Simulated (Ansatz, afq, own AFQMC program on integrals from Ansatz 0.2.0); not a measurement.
# SiH2⁺, doublet in def2-TZVP, levels against full CI

```xyz
3

Si   -0.4939    0.4712   -0.2148
H     0.8452    0.5822    0.5255
H    -0.3513   -1.0533   -0.3107
```

Basis def2-TZVP. Only valence electrons are correlated. AFQMC by an in-house program on the Cholesky factors that Ansatz 0.2.0 writes for its CCSD(T) run. The CISD trial takes its coefficients from CCSD amplitudes. Released means that phaseless walkers are propagated on without the constraint, phases kept. Uncertainties: one standard error, sampling alone.

Determinant: UHF, the one that the program's search chose, which needn't be the lowest solution. The geometry is a PBE0/def2-SVP stationary point of this or a neighbouring charge and spin state.

Full CI on the same integrals is exact in this basis and with this determinant's frozen core.

Cautions: the released energies are still falling, so no released level is given (meV from the phaseless value at times in 1/Eh: -1.8 ± 1.0 at 0.24, -2.6 ± 0.7 at 0.51, -5.4 ± 0.7 at 0.99, -7.2 ± 0.9 at 1.62, -8.9 ± 1.1 at 2.40), though the last usable value meets full CI within the noise.

```
T1 diagnostic                               : 0.0185
weight of the determinant in the CISD state : 0.935
⟨S²⟩ of the determinant                     : 0.761
size of the correlated space                : 5 electrons in 44 orbitals
```

Reference: full CI, correlation energy -2.638 eV.

| level | E − E(reference) (kcal/mol) | share of correlation (%) |
| --- | --- | --- |
| HF | 60.84 | 0.00 |
| MP2 | 15.85 | 73.94 |
| CCSD | 1.82 | 97.01 |
| CCSD(T) | 0.47 | 99.23 |
| CCSDT | 0.03 | 99.96 |
| CCSDT(Q) | 0.00 | 100.00 |
| ph-AFQMC/CISD | 0.18 ± 0.03 | 99.71 |

CCSDT and higher add their correlation energy to the determinant of the CCSD(T) run, since their own runs factorise the integrals more tightly (a shift of under 2 meV). A walk keeps the symmetry of its determinant, which the program's search chose and which needn't be the lowest solution, so a lower state of the same spin and another symmetry isn't excluded.
